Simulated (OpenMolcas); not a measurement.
## SF2 (sulfur difluoride): the dipole moment, rung by rung

The species is SF2 (3 atoms), meant as a singlet with charge 0. SMILES: `FSF`. Geometry: relaxed at PBE0-D4/def2-TZVP.

```xyz
3

F     0.4401    1.1164    0.3654
S    -0.6020    0.1265   -0.3152
F     0.1618   -1.2430   -0.0502
```

Quantity: the dipole moment, in D. The values are calculated.

```
           level           kind     program  value (D)  CPU time
 SVWN5/def2-TZVP            LDA  OpenMolcas       0.97      16 s
  BLYP/def2-TZVP            GGA  OpenMolcas       0.99      21 s
revPBE/def2-TZVP            GGA  OpenMolcas       0.88      22 s
 M06-L/def2-TZVP       meta-GGA  OpenMolcas       0.92      25 s
  TPSS/def2-TZVP       meta-GGA  OpenMolcas       0.92      25 s
r2SCAN/def2-TZVP       meta-GGA  OpenMolcas          ?      25 s
 B3LYP/def2-TZVP  global hybrid  OpenMolcas       1.12      21 s
  PBE0/def2-TZVP  global hybrid  OpenMolcas       1.06      21 s
```

Task: Estimate the missing values from the other rows.

Result: As computed at these levels: r2SCAN/def2-TZVP: 0.93 D. Measured: 1.05 D (NIST CCCBDB). Nearest: PBE0/def2-TZVP (+0.01 D); farthest: revPBE/def2-TZVP (-0.17 D). The measured dipole is a vibrational average, so differences of a few hundredths of a debye mean little. Computed less measured by kind, in D (def2-TZVP rows): LDA -0.08; GGA -0.17 to -0.06; meta-GGA -0.13 to -0.12; global hybrid +0.01 to +0.07. Magnitudes only: a small dipole may point the other way at some levels. Times are those of the runs behind each value, whatever else they computed, on shared processors of several kinds: orders of magnitude only.
